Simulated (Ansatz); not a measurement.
# C2H4FNS2: the cost of one run

Program: the Python package of Ansatz 0.2.0. Level of theory: PBE0/6-31G*. These are calculated values, not measurements.

## (1) Starting point

Bond lengths: N1–C2 1.374 Å, C2–F3 1.343 Å, C2–C4 1.304 Å, C4–S5 1.731 Å, S5–S6 2.073 Å, N1–H7 0.986 Å, N1–H8 1.080 Å, C4–H9 1.148 Å, S6–H10 1.356 Å. Angles: N1–C2–F3 113.9°, N1–C2–C4 128.6°, F3–C2–C4 117.4°, C2–N1–H7 113.7°, C2–N1–H8 109.9°, H7–N1–H8 111.4°, C2–C4–S5 125.0°, C2–C4–H9 118.7°, S5–C4–H9 115.8°, C4–S5–S6 100.9°, S5–S6–H10 100.2°.

No structure file is read: the coordinates are typed or built in the script.

## (2) The script

Input file c2h4fns2_freq.py:

```python
"""Vibrations of C2H4FNS2."""

import itertools

import ansatz as az
from ase.data import atomic_numbers, covalent_radii
import numpy as np

geometry_ang = [
    ("N", (1.1118, -0.5578, -1.574)),
    ("C", (0.4215, -0.9411, -0.4496)),
    ("F", (0.5252, -2.25, -0.168)),
    ("C", (-0.2571, -0.1999, 0.3816)),
    ("S", (-0.6435, 1.4694, 0.1347)),
    ("S", (-1.6154, 1.9151, 1.9103)),
    ("H", (1.1636, -1.2582, -2.2657)),
    ("H", (0.6928, 0.3552, -1.9696)),
    ("H", (-0.7661, -0.7033, 1.2795)),
    ("H", (-0.5497, 2.1193, 2.7238)),
]
system = az.Crystal.molecule()
for symbol, xyz in geometry_ang:
    system = system.atom(symbol, xyz)

calculation = system.calculation().basis(gaussian="6-31G*").functional("pbe0")
symbols = [site.symbol for site in system.cartesian_sites]
start = np.array([site.position_ang for site in system.cartesian_sites], dtype=float)
def progress(event):
    if event["event"] == "relax_step":
        row = event["data"]
        print(f"step {row['step']:3d}  E = {row['lagrangian_ev']:.6f} eV  largest force component {row['allowed_force_max_ev_ang']:.4f} eV/A")


r = calculation.relax(force_tolerance=0.003).session().plan().execute(on_event=progress).report
end = np.array(r["positions_ang"])

# pairs closer than 1.2 times the sum of covalent radii, before or after
radius = [covalent_radii[atomic_numbers[s]] for s in symbols]
span = lambda where, i, j: np.linalg.norm(where[i] - where[j])
bonded = [(i, j) for i, j in itertools.combinations(range(len(symbols)), 2) if min(span(start, i, j), span(end, i, j)) < 1.2 * (radius[i] + radius[j])]
print("pair        before    after (A)")
for i, j in bonded:
    print(f"{symbols[i]}{i}-{symbols[j]}{j}".ljust(10), f"{span(start, i, j):8.4f} {span(end, i, j):8.4f}")

# same settings at the minimum
minimum = az.Crystal.molecule()
for symbol, place in zip(symbols, end):
    minimum = minimum.atom(symbol, place.tolist())
vibrating = minimum.calculation()
vibrating = vibrating.basis(gaussian="6-31G*").functional("pbe0")
vibrating = vibrating.phonons(temperatures=(200, 600, 100))
vib = vibrating.run().report["vibrations"]
sums = vib["harmonic_sums"]
modes = [m["omega_inv_cm"] for m in sums["modes_at_gamma"] if m["rigid_motion"] == "no"]
print("frequencies (1/cm):", " ".join(f"{w:.0f}" for w in modes))
print("imaginary modes:", sum(w < 0 for w in modes), " zero-point energy:", round(sums["zero_point_energy_ev"], 4), "eV")
print("T (K)   F_vib (eV)   S_vib (meV/K)   C_vib (meV/K)")
for row in zip(sums["temperatures_k"], sums["vibrational_free_energy_ev"], vib["entropy_ev_per_k"], vib["heat_capacity_ev_per_k"]):
    print(f"{row[0]:6.1f} {row[1]:11.4f} {1000 * row[2]:13.4f} {1000 * row[3]:15.4f}")
```

## (3) What the engine is handed

The package turns the script's settings into the engine's input (first run):

```yaml
crystal:
  periodic: [false, false, false]
  atoms:
    - { symbol: "N", position_ang: [1.1118, -0.5578, -1.574] }
    - { symbol: C, position_ang: [0.4215, -0.9411, -0.4496] }
    - { symbol: F, position_ang: [0.5252, -2.25, -0.168] }
    - { symbol: C, position_ang: [-0.2571, -0.1999, 0.3816] }
    - { symbol: S, position_ang: [-0.6435, 1.4694, 0.1347] }
    - { symbol: S, position_ang: [-1.6154, 1.9151, 1.9103] }
    - { symbol: H, position_ang: [1.1636, -1.2582, -2.2657] }
    - { symbol: H, position_ang: [0.6928, 0.3552, -1.9696] }
    - { symbol: H, position_ang: [-0.7661, -0.7033, 1.2795] }
    - { symbol: H, position_ang: [-0.5497, 2.1193, 2.7238] }
basis:
  gaussian:
    orbitals: "6-31G*"
hamiltonian:
  xc: pbe0
relax:
  f_tol: 0.003
```

## (4) The run

On the command line:

```bash
python c2h4fns2_freq.py
```

What time and memory should one allow on 1 thread of Arm Neoverse V1, shared host?

About 7 min, with a peak of 0.32 GiB.
